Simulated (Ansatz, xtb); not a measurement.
# A geometry optimisation of CH4OSi− with r2SCAN-D4/def2-SVPD

The starting geometry of this gas-phase doublet has its atoms placed at random.

```xyz
7

C    -1.1056   -1.5600   -0.4318
O     1.2816    0.4248   -1.7668
Si    1.2615   -0.4123   -0.1124
H    -0.2927   -0.5704    0.3679
H     1.0151    1.2459   -0.3825
H    -0.1932   -2.1823    0.1150
H     0.3017    0.6527    0.6089
```

Question: One run relaxed it with r2SCAN-D4/def2-SVPD. What is a likely outcome?

Answer: It ends as `[CH2][SiH-]O`. Distances that change by over a tenth: C1–H6 (1.23 → 1.10 Å). Contacts that open: Si3–H4 (1.63 → 2.50 Å), Si3–H5 (1.70 → 2.25 Å). Contacts that close: C1–Si3 (2.65 → 1.80 Å), C1–H4 (1.51 → 1.10 Å), O2–H5 (1.63 → 0.96 Å).

The energy falls by 7.20 eV over 22 steps:

| step | E − E(last) (eV) |
| --- | --- |
| 1 | 7.203 |
| 3 | 4.226 |
| 6 | 2.139 |
| 8 | 0.629 |
| 10 | 0.342 |
| 13 | 0.127 |
| 15 | 0.108 |
| 17 | 0.059 |
| 20 | 0.001 |
| 22 | 0.000 |

Final geometry (Å):

```json
{"atom": "C", "x (Å)": "-0.4235", "y (Å)": "-1.3278", "z (Å)": "0.0296"}
{"atom": "O", "x (Å)": "0.9908", "y (Å)": "0.7419", "z (Å)": "-1.4683"}
{"atom": "Si", "x (Å)": "0.8164", "y (Å)": "-0.0275", "z (Å)": "0.1070"}
{"atom": "H", "x (Å)": "-0.9118", "y (Å)": "-1.6150", "z (Å)": "0.9750"}
{"atom": "H", "x (Å)": "1.9241", "y (Å)": "0.9446", "z (Å)": "-1.5907"}
{"atom": "H", "x (Å)": "-0.3383", "y (Å)": "-2.1725", "z (Å)": "-0.6709"}
{"atom": "H", "x (Å)": "0.2108", "y (Å)": "1.0545", "z (Å)": "1.0169"}
```

From the same start GFN2-xTB reaches the same bonding as this run.

From so rough a start the end depends on the optimiser's path, so another program may land elsewhere. The end wasn't checked by frequencies. Open shells are spin-unrestricted. Run with Ansatz 0.2.0, 87 s on 2 threads of Arm Neoverse V2, on a shared host.
